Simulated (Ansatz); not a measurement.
Name a neutral molecule of C, F and H with HOMO energy (PBE0/def2-TZVPP) between -7.25 and -6.95 eV and zero-point energy (PBE0-D4/def2-TZVP) between 200 and 216 kJ/mol (Ansatz, PBE0-D4/def2-TZVP geometry).

`C=C=C(C)F` (-7.08 eV, 201.6 kJ/mol); `CC1C=C1F` (-7.25 eV, 203.1 kJ/mol); `FCC1=CC1` (-7.19 eV, 204.6 kJ/mol). Other molecules can fit too; these were computed, each in one conformer that needn't be the lowest.
